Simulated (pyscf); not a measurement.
## Four-centre exchange: `[F][Ti]([F])([F])[F]` + `[H][H]` → `[FH]` + `[F][TiH]([F])[F]`

Gas phase, singlet surface, charge 0. Bonds broken: F1–Ti2, H6–H7. Bonds formed: F1–H6, Ti2–H7. Single points on ωB97X-D3(BJ)/def2-SVP structures (PySCF, gas phase).

Transition state (Å):

```xyz
7

F     -0.9614     0.2221     1.4002
Ti    -0.3563    -0.1511    -0.5318
F      1.0166     0.8743    -0.3821
F     -1.7589     0.5908    -1.1969
F      0.1169    -1.2525    -1.7734
H     -0.7951    -0.8642     1.2365
H     -0.5092    -1.6273     0.5401
```

One imaginary mode, 768i cm⁻¹; descent along it reached the two sides named, in the forms told below.

```
bond    change  reactant side (Å)  saddle  product side
------  ------  -----------------  ------  ------------
F1–Ti2  breaks              1.729   2.059         2.336
H6–H7   breaks              0.760   1.072         2.033
F1–H6    forms                2.8   1.111         0.933
Ti2–H7   forms                3.5   1.831         1.688
```

Electronic energies relative to the separated reactants (kJ/mol):

| level | barrier | reaction energy | reverse barrier |
|---|---|---|---|
| ωB97X-D3(BJ)/def2-TZVP | 179.2 | +183.3 | -4.1 |
| PBE/def2-TZVP | 164.5 | +194.4 | -29.9 |
| r²SCAN/def2-TZVP | 169.7 | +202.6 | -32.9 |
| B3LYP-D3(BJ)/def2-TZVP | 178.1 | +186.5 | -8.4 |
| PBE0-D3(BJ)/def2-TZVP | 168.7 | +180.9 | -12.2 |
| M06-2X/def2-TZVP | 177.5 | +176.2 | 1.3 |
| ωB97M-D3(BJ)/def2-TZVP | 178.1 | +175.1 | 2.9 |

With ωB97M-D3(BJ)/def2-TZVP energies and thermal terms (ideal gas, 1 atm, RRHO with modes under 100 cm⁻¹ raised to 100, one conformer, R ln 2 for rigid chiral ones), in kJ/mol:

```tsv
T (K)	ΔH‡	ΔG‡	ΔH	ΔG
298	181.3	210.8	+181.9	+171.3
600	177.4	242.5	+179.7	+161.5
900	176.4	275.3	+178.2	+152.8
1200	177.0	308.3	+177.3	+144.5
```

On the product side the descent ends in an adduct with a F–Ti contact, 23.4 kJ/mol under the separated species and 19.3 kJ/mol under the saddle at ωB97X-D3(BJ)/def2-TZVP. At ωB97X-D3(BJ), B3LYP-D3(BJ), PBE0-D3(BJ) the saddle lies under the separated products, which points to a path from their complex (located at ωB97X-D3(BJ) alone), and parting the products costs more than the saddle. At PBE, r²SCAN this geometry lies under the product side: in single points on another level's saddle the reverse barrier vanishes, and the forward threshold there is about the reaction energy. What is counted as broken (F–Ti) persists as a longer contact in the product adduct; parting that adduct is a step of its own. At the saddle there is also a short H–Ti contact that neither side keeps. One saddle was located; it need not be the lowest between these sides.
